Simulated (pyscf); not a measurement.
`[SiH4]` + `[SiH3][SH]` -> `[SiH3][S][SiH3]` + `[H][H]` (four-centre exchange; singlet surface; H–Si, H–S broken, S–Si, H–H formed). Optimised with ωB97X-D3(BJ)/def2-SVP in PySCF. Energies in kcal/mol from the separated reactants.

```csv
level,barrier,reaction energy
PBE/def2-TZVP,39.1,-9.2
r²SCAN/def2-TZVP,41.1,-10.6
B3LYP-D3(BJ)/def2-TZVP,44.9,-9.6
M06-2X/def2-TZVP,…,…
ωB97M-D3(BJ)/def2-TZVP,…,-9.0
HF/def2-TZVP,69.2,-3.7
```

Problem. Some entries are withheld; supply them.

Solution. 
- M06-2X/def2-TZVP, barrier: 45.9
- M06-2X/def2-TZVP, reaction energy: -11.2
- ωB97M-D3(BJ)/def2-TZVP, barrier: 46.7

The functionals in the table span 7.6 kcal/mol in this barrier, from PBE to ωB97M-D3(BJ)/def2-TZVP. One saddle was located; it need not be the lowest between these sides.
